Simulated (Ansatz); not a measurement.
The input, for Ansatz 0.2.0:

```yaml
crystal:
  periodic: [false, false, false]
  atoms:
    - {symbol: O, position_ang: [-1.734493, 0.011831, 0.000000]}
    - {symbol: H, position_ang: [-1.983802, 0.938406, 0.000000]}
    - {symbol: H, position_ang: [-0.567493, 0.011831, 0.000000]}
    - {symbol: Si, position_ang: [1.028507, 0.011831, 0.000000]}
    - {symbol: H, position_ang: [1.424942, -1.467683, 0.000000]}
basis:
  gaussian: {orbitals: "6-31G*"}
magnetization: {spin_polarized: false, initial_magnetization: 1}
correlation: {method: sc_nevpt2, electrons: outside_noble_gas, active_space: {window: {electrons: 5, orbitals: 3}}}
```

```sh
$ ansatz run in.yaml --threads 1 --pin off --events-out ev --progress --plain --max-ram 2393MiB
```

**Question.** Roughly how long does this take on 1 thread of Arm Neoverse N1, shared host, and how much host memory?

**Answer.** 3.3 s wall and 0.19 GiB.

```
386 factors; integrals over basis functions are off by at most 9.7e-4 eV
mean field evaluation 1: about -9938.3962 eV, gradient 3.6e1 eV
mean field evaluation 2: about -9938.4085 eV, gradient 3.6e1 eV
mean field evaluation 4: about -9941.4832 eV, gradient 2.4e0 eV
mean field evaluation 8: about -9941.5348 eV, gradient 2.3e-1 eV
mean field evaluation 16: about -9928.4096 eV, gradient 4.7e1 eV
mean field evaluation 32: about -9941.3607 eV, gradient 2.6e-6 eV
mean field evaluation 64: about -9941.3672 eV, gradient 5.6e-1 eV
mean field evaluation 96: about -9941.5371 eV, gradient 5.4e-2 eV
mean field evaluation 128: about -9941.3607 eV, gradient 9.6e-3 eV
mean field -9941.53753998 eV, -365.3447659782 hartree, gradient 2.2e-6 eV, S^2 0.750000; 12 other end points of the search recorded, 0 dependent functions left out
reference -9941.53753998 eV, -365.3447659782 hartree; 13, 12 occupied and 27, 28 virtual orbitals, 386 factors
state -9941.53753998 eV, -365.3447659782 hartree
state -9941.53753998 eV, -365.3447659782 hartree; corrected -9948.66458636 eV, -365.6066801016 hartree
WARN: 2 active orbitals are nearly empty or full. The corrections depend on them more than the energy does, and are more stable in an active space without them
Total energy: -9948.66458636 eV, -365.6066801016 hartree
```

Natural occupations: 2.0000 2.0000 1.0000.
